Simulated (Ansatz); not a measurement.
Basis-set extrapolation for C$_{3}$H$_{3}$FS (`FC1C=C1S`) (PBE0-D4/def2-TZVP geometry, frozen core, Ansatz 0.2.0). Multiplicity 1, RHF reference.

|  | def2-TZVPP | def2-QZVPP |
| --- | --- | --- |
| HF | -612.322865 | -612.343332 |
| MP2 correlation | -0.894069 | -0.964355 |
| CCSD(T) correlation | -0.962958 | not run |

Energies in hartree. Use E(X) = E(∞) + A·exp(−7.88·√X) for Hartree–Fock and E(X) = E(∞) + B·X^(−2.97) for correlation, with X = 3 and 4, and add CCSD(T) minus MP2 of the smaller set to the MP2 limit.

Q: What is the CCSD(T) energy at the basis-set limit?

A: HF limit: -612.343332 + (-0.020467) × 0.13774 = -612.34615. MP2 limit: -0.964355 + (-0.070286) × 0.74074 = -1.01642. Higher-order term: -0.962958 − (-0.894069) = -0.06889. Total: -613.43146 hartree, 3.96 eV below CCSD(T)/def2-TZVPP.
